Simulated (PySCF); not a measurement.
Glyoxal, C2H2O2.
SMILES with atom numbers: `[O:1]=[CH:2][CH:3]=[O:4]` (hydrogens: H5 on C2; H6 on C3)

Structure used (PBE0-D3(BJ)/def2-SVP), in Å, numbered top down from 1:
```xyz
6
C2H2O2 angstrom
O      0.2081   -1.3396    1.0676
C      0.4856   -0.3306    0.4817
C     -0.4866    0.3304   -0.4819
O     -0.2057    1.3393   -1.0663
H      1.4628    0.2039    0.5872
H     -1.4642   -0.2033   -0.5883
```

The calculation used core-valence-separated Tamm–Dancoff BHandHLYP/aug-pcX-1 (pcseg-1 on H) in PySCF, non-relativistic, gas phase, PBE0-D3(BJ)/def2-SVP geometry. Absolute energies from this functional tend to lie a few eV below measured edges; no shift was applied.

Problem. List the carbon K-edge absorption lines.

Solution. 
```tsv
E (eV)	f	core hole on	main final orbital	polarisation
282.67	0.1318	C2/C3	LUMO (2 roots, f summed)	out of plane
287.84	0.0345	C2/C3	LUMO+3 (2 roots, f summed)	out of plane
288.90	0.0481	C2/C3	LUMO+1 (2 roots, f summed)	in plane
289.98	0.0007	C2/C3	LUMO+2 (2 roots, f summed)	–
290.37	0.0128	C2/C3	LUMO+4 (2 roots, f summed)	in plane
```

The first line with a tenth or more of the strongest one's intensity is at 282.67 eV (f = 0.132, sum of 2), with the hole on C2/C3 (aldehyde carbon), polarised out of plane: a 1s→π* resonance. It is also the strongest listed.

Problem. List the oxygen K-edge absorption lines.

Solution. 
| E (eV) | f | core hole on | main final orbital | polarisation |
| --- | --- | --- | --- | --- |
| 527.73 | 0.1066 | O1/O4 | LUMO (2 roots, f summed) | out of plane |
| 534.60 | 0.0041 | O1/O4 | LUMO+3 (2 roots, f summed) | out of plane |
| 534.86 | 0.0008 | O1/O4 | LUMO+2 (2 roots, f summed) | – |
| 535.42 | 0.0018 | O1/O4 | LUMO+1 (2 roots, f summed) | in plane |
| 536.01 | 0.0069 | O1/O4 | LUMO+2 (2 roots, f summed) | in plane |

The first line with a tenth or more of the strongest one's intensity is at 527.73 eV (f = 0.107, sum of 2), with the hole on O1/O4 (aldehyde oxygen), polarised out of plane: a 1s→π* resonance. It is also the strongest listed.

Roots within 0.03 eV whose holes lie on the same, on equivalent or on shared atoms are summed into one line, and the highest roots are left out, as the search may have cut off their partners. Final orbitals are the ground state's empty Kohn–Sham orbitals. A dash: too weak, shared between unlike atoms, or no plane or axis to refer to.

Only the lowest roots of each edge were sought.

One conformer stands for the species.
